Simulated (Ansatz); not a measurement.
An Ansatz input:

```yaml
crystal:
  lattice:
    - [3.3843982952, 0.0, 0.0]
    - [-1.6921991476, 2.9309749002, 0.0]
    - [0.0, 0.0, 5.5901762369]
  atoms:
    - { symbol: Tm, position: [0.3333333333, 0.6666666667, 0.25], spin: 1.279 }
    - { symbol: Tm, position: [0.6666666667, 0.3333333333, 0.75], spin: -1.279 }
hamiltonian:
  xc: pbesol
  pseudopotentials:
    kind: paw
    azcp:
      Tm: "pseudopotentials/Tm.paw.azcp"
basis:
  ecutwfc: 420
  fft_grid_basis: typed
kpoints:
  mp_grid: { grid: [14, 14, 7], shift: [0, 0, 0] }
magnetization:
  spin_polarized: true
scf:
  occupations: { method: fermi_dirac, width: 0.05 }
output:
  stress: true
```

Output

```
Warning: the record states the generating functional pbe (its physics header spells it `PBE`), which answers neither for hamiltonian.xc's functional nor for the pbesol family's — results may be inconsistent (PPs are generated against a specific XC)
Warning: where an SCF of this run starts from atoms to list the orders of its open shells, Tm (site 0, from 0) starts with 1.50 μB on its 4f shell, in the place of the 1.28 μB that the deck gives it: an open f shell starts with all that it can hold by Hund's first rule. To start from spheres of the given moment, type scf.initial_density.shell_occupations: []
Warning: where an SCF of this run starts from atoms to list the orders of its open shells, Tm (site 1, from 0) starts with -1.50 μB on its 4f shell, in the place of the -1.28 μB that the deck gives it: an open f shell starts with all that it can hold by Hund's first rule. To start from spheres of the given moment, type scf.initial_density.shell_occupations: []
Engine: ansatz 0.2.0, x86_64-unknown-linux-gnu
Pseudopotentials: kind: paw
Pseudopotential: Tm, paw, valence charge 23, recommended cutoff 420 eV (normal) 
Functional definition: PBEsol
  exchange = pbesol_x
  correlation = pbesol_c
Crystal: 2 atoms, lattice volume = 55.452 Å³
Basis set: ecut = 420 eV, 1099 PW (Γ)
Bands: 30, of which v1, the nominal top of the filled ones, is band 23 counted from 1 (22 counted from 0)
Symmetry: 12 space group operations
Space group: P-6m2 (ITA 187), of the structure as read, at distance tolerance 3.8e-5 Å
Magnetic group: BNS 194.267 (UNI 1497), of the structure as read, at distance tolerance 3.8e-5 Å
k-points: 96 of 1372 (time reversal used)
Non-local potential: Tm, projectors of the file, l = 0: 3, l = 1: 2, l = 2: 2, l = 3: 3
PAW form: soft (Blöchl's): semilocal exchange-correlation on the pseudo side does not see the compensation charge
PAW frozen core: Tm, regenerated for the run's functional, and the local potential with it (the file was generated under x = pbe(κ = 0.804, μ = 0.2195149727645171), c = pbe(β = 0.06672455060314922))
PAW one-centre angular grid: Tm, 590 points (default); XC on 64 Gauss nodes
Initial density: superposition of atomic densities (chi_scale 0.1, normalization cell)
Starting moments: Σ|m| = 2.558 μB on 2 of 2 sites
Starting magnetic order: antiferromagnet; an inversion exchanges its spin sublattices: spin-degenerate at every k-point
Initial wavefunctions: pseudopotential atomic-orbital guess
Functional: x = pbesol(κ = 0.804, μ = 0.12345679012345678), c = pbesol(β = 0.046)
SCF iter   1: F=—  HF=-25591.098738 eV  |F-HF|=—  |Δ(HF+E_count)|=         —  Δρ=2.13e-2 (↑2.13e-2 ↓2.13e-2)  dr2=5.18e-1  dr2_m=6.71e-2  M=0.000 μB ∫|m|=2.771 μB  β_m=0.30  ethr=3.10e-3  ⟨swp⟩=5.5  Hψ=24942  notcnv=0
Mixer restart at iter 1: flushing history
spin=Collinear: Kerker preconditioning applied to the charge; magnetization (m = ρ↑ − ρ↓) channel mixes plain (no charge-response kernel on spin).
SCF iter   2: F=—  HF=-25590.846450 eV  |F-HF|=—  |Δ(HF+E_count)|=   2.52e-1  Δρ=1.15e-2 (↑1.15e-2 ↓1.15e-2)  dr2=1.01e-1  dr2_m=4.46e-2  M=0.000 μB ∫|m|=2.744 μB  β_m=0.39  ethr=1.13e-3  ⟨swp⟩=3.0  Hψ=13313  notcnv=0  defer=30
...
SCF iter  23: F=—  HF=-25590.890905 eV  |F-HF|=—  |Δ(HF+E_count)|=   4.40e-9  Δρ=1.65e-6 (↑1.65e-6 ↓1.22e-6)  dr2=3.03e-9  dr2_m=1.39e-10  M=-0.000 μB ∫|m|=2.630 μB  β_m=0.76  ethr=5.40e-12  ⟨swp⟩=3.2  Hψ=51299  notcnv=0  defer=181
SCF iter  24: F=—  HF=-25590.890905 eV  |F-HF|=—  |Δ(HF+E_count)|=  7.49e-10  Δρ=5.13e-7 (↑5.13e-7 ↓4.36e-7)  dr2=3.13e-10  dr2_m=2.19e-11  M=-0.000 μB ∫|m|=2.630 μB  β_m=0.88  ethr=5.40e-12  ⟨swp⟩=2.5  Hψ=42837  notcnv=0  defer=181
SCF iter  25: F=—  HF=-25590.890905 eV  |F-HF|=—  |Δ(HF+E_count)|=  2.55e-11  Δρ=2.64e-7 (↑2.17e-7 ↓2.64e-7)  dr2=8.03e-11  dr2_m=4.87e-12  M=0.000 μB ∫|m|=2.630 μB  β_m=0.94  ethr=1.00e-12  ⟨swp⟩=2.2  Hψ=36497  notcnv=0  defer=181
SCF iter  26: F=-25590.890905 eV  HF=-25590.890905 eV  |F-HF|=5.59e-8  |Δ(HF+E_count)|=  2.36e-10  Δρ=7.50e-6 (↑7.50e-6 ↓7.21e-6)  dr2=5.45e-8  dr2_m=1.35e-8  M=-0.000 μB ∫|m|=2.630 μB  ethr=1.00e-12  ⟨swp⟩=3.6  Hψ=70587  notcnv=0
SCF 2 converged in 26 iterations: F = -25590.890905 eV  dr2 = 5.45e-8
Symmetry: 1 space group operations
k-points: 688 of 1372 (time reversal used)
Initial density: read from a saved state, or passed on in memory by an earlier SCF of this step, an earlier step, the calling program or the single point that the run made first
Starting moments: Σ|m| = 2.558 μB on 2 of 2 sites; this step starts from the density that it was given
Initial wavefunctions: those read from a saved state, or passed on in memory by an earlier step or the calling program
iter 1 solved again at ethr=1.18e-10 eV; its pass at ethr=2.17e-6 eV (dr2=5.44e-8 eV) is discarded
SCF iter   1: F=—  HF=-25590.890905 eV  |F-HF|=—  |Δ(HF+E_count)|=         —  Δρ=7.49e-6 (↑7.49e-6 ↓7.21e-6)  dr2=5.44e-8  dr2_m=1.35e-8  M=-0.000 μB ∫|m|=2.630 μB  ethr=1.18e-10  ⟨swp⟩=1.0  Hψ=230528  notcnv=0
spin=Collinear: Kerker preconditioning applied to the charge; magnetization (m = ρ↑ − ρ↓) channel mixes plain (no charge-response kernel on spin).
SCF iter   2: F=—  HF=-25590.891080 eV  |F-HF|=—  |Δ(HF+E_count)|=   1.74e-4  Δρ=5.49e-3 (↑5.49e-3 ↓1.76e-3)  dr2=1.58e-2  dr2_m=3.99e-3  M=0.042 μB ∫|m|=2.611 μB  ethr=2.17e-6  ⟨swp⟩=2.7  Hψ=232043  notcnv=0
SCF iter   3: F=—  HF=-25590.890921 eV  |F-HF|=—  |Δ(HF+E_count)|=   1.59e-4  Δρ=2.53e-3 (↑2.53e-3 ↓1.95e-3)  dr2=5.03e-3  dr2_m=1.28e-3  M=0.026 μB ∫|m|=2.628 μB  ethr=2.17e-6  ⟨swp⟩=1.6  Hψ=90108  notcnv=0
SCF iter   4: F=—  HF=-25590.890903 eV  |F-HF|=—  |Δ(HF+E_count)|=   1.78e-5  Δρ=1.88e-4 (↑1.88e-4 ↓1.67e-4)  dr2=3.29e-5  dr2_m=8.05e-6  M=0.002 μB ∫|m|=2.630 μB  ethr=2.17e-6  ⟨swp⟩=1.0  Hψ=88064  notcnv=0
SCF iter   5: F=—  HF=-25590.890904 eV  |F-HF|=—  |Δ(HF+E_count)|=   1.04e-6  Δρ=4.95e-5 (↑4.95e-5 ↓3.49e-5)  dr2=1.82e-6  dr2_m=4.45e-7  M=0.001 μB ∫|m|=2.630 μB  ethr=1.33e-7  ⟨swp⟩=1.9  Hψ=91341  notcnv=0
SCF iter   6: F=—  HF=-25590.890904 eV  |F-HF|=—  |Δ(HF+E_count)|=   7.55e-8  Δρ=4.43e-5 (↑4.43e-5 ↓3.98e-5)  dr2=1.74e-6  dr2_m=4.36e-7  M=0.001 μB ∫|m|=2.630 μB  ethr=7.84e-9  ⟨swp⟩=1.6  Hψ=92113  notcnv=0
SCF iter   7: F=—  HF=-25590.890904 eV  |F-HF|=—  |Δ(HF+E_count)|=   9.21e-8  Δρ=2.57e-5 (↑2.57e-5 ↓2.55e-5)  dr2=6.66e-7  dr2_m=1.66e-7  M=0.000 μB ∫|m|=2.630 μB  ethr=7.33e-9  ⟨swp⟩=1.9  Hψ=92642  notcnv=0
SCF iter   8: F=—  HF=-25590.890905 eV  |F-HF|=—  |Δ(HF+E_count)|=   4.88e-7  Δρ=4.46e-5 (↑4.46e-5 ↓3.94e-5)  dr2=1.73e-6  dr2_m=4.49e-7  M=0.000 μB ∫|m|=2.630 μB  ethr=2.74e-9  ⟨swp⟩=2.0  Hψ=149430  notcnv=0
SCF iter   9: F=—  HF=-25590.890905 eV  |F-HF|=—  |Δ(HF+E_count)|=   1.44e-7  Δρ=1.06e-5 (↑5.08e-6 ↓1.06e-5)  dr2=5.46e-8  dr2_m=1.53e-8  M=-0.000 μB ∫|m|=2.630 μB  ethr=2.17e-10  ⟨swp⟩=2.6  Hψ=121937  notcnv=0
SCF iter  10: F=—  HF=-25590.890905 eV  |F-HF|=—  |Δ(HF+E_count)|=   2.27e-8  Δρ=7.24e-6 (↑7.24e-6 ↓6.58e-6)  dr2=5.20e-8  dr2_m=1.19e-8  M=0.000 μB ∫|m|=2.630 μB  ethr=2.17e-10  ⟨swp⟩=2.0  Hψ=130497  notcnv=0
SCF iter  11: F=—  HF=-25590.890905 eV  |F-HF|=—  |Δ(HF+E_count)|=   1.15e-8  Δρ=1.10e-5 (↑1.07e-5 ↓1.10e-5)  dr2=1.16e-7  dr2_m=2.94e-8  M=0.000 μB ∫|m|=2.630 μB  ethr=2.07e-10  ⟨swp⟩=2.0  Hψ=101532  notcnv=0
SCF iter  12: F=—  HF=-25590.890905 eV  |F-HF|=—  |Δ(HF+E_count)|=  8.00e-11  Δρ=1.10e-5 (↑1.07e-5 ↓1.10e-5)  dr2=1.16e-7  dr2_m=2.94e-8  M=0.000 μB ∫|m|=2.630 μB  ethr=4.85e-10  ⟨swp⟩=1.6  Hψ=95030  notcnv=0
SCF iter  13: F=—  HF=-25590.890905 eV  |F-HF|=—  |Δ(HF+E_count)|=  3.53e-10  Δρ=7.92e-6 (↑7.92e-6 ↓7.79e-6)  dr2=6.49e-8  dr2_m=1.54e-8  M=-0.000 μB ∫|m|=2.630 μB  ethr=2.17e-10  ⟨swp⟩=1.3  Hψ=89621  notcnv=0
```

The run was cut off at its time limit.

Open f shells have many self-consistent states, so the state found may not be the lowest.
